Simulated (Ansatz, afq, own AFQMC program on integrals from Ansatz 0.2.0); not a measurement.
# Where AFQMC and coupled cluster stand for BN, triplet

| atom | x (Å) | y (Å) | z (Å) |
| --- | --- | --- | --- |
| B | 0.0000 | 0.0000 | 0.0000 |
| N | 0.0000 | 0.0000 | 1.2615 |

Basis aug-cc-pVTZ. Only valence electrons are correlated. Integrals, coupled cluster, full CI and functionals: Ansatz 0.2.0; the random walks run on the same integrals in our own AFQMC program. The CISD trial takes its coefficients from CCSD amplitudes. Released means that phaseless walkers are propagated on without the constraint, phases kept. Free AFQMC starts from the CCSD state and is never constrained. Its projection time is finite, and what remains of the start isn't in its error. Uncertainties: one standard error, sampling alone.

Determinant: UHF, the one that the program's search chose, which needn't be the lowest solution. The geometry is a PBE0/def2-TZVP stationary point of this or a neighbouring charge and spin state.

No full CI on the walks' own integrals is used here; CCSDT(Q) serves as the reference and is uncertain by about the last step of the cluster series.

Cautions: another spin lies lower; the released energies move by 1.5 errors or more from one time to the next, so no released level is given (meV from the phaseless value at times in 1/Eh: -12 ± 6 at 0.24, -28 ± 4 at 0.51, -37 ± 5 at 0.99, -29 ± 9 at 1.62, -55 ± 10 at 2.40), though the last usable value meets CCSDT(Q) within the noise.

```
T1 diagnostic                               : 0.0357
weight of the determinant in the CISD state : 0.891
⟨S²⟩ of the determinant                     : 2.031
size of the correlated space                : 8 electrons in 90 orbitals
```

Reference: CCSDT(Q), correlation energy -6.844 eV.

```
        level  E − E(reference) (kJ/mol)  share of correlation (%)
           HF                      660.3                      0.00
          MP2                       84.8                     87.16
         CCSD                       37.0                     94.39
      CCSD(T)                        5.8                     99.12
        CCSDT                        2.4                     99.64
  ph-AFQMC/HF                 13.5 ± 2.7                     97.95
ph-AFQMC/CISD                  4.7 ± 0.6                     99.29
   free AFQMC                 -0.8 ± 1.9                    100.13
```

Free projections are given only where their last times agree within the noise and don't stop above the reference; a slow remainder of the start can still hide under it. A walk keeps the symmetry of its determinant, which the program's search chose and which needn't be the lowest solution, so a lower state of the same spin and another symmetry isn't excluded.
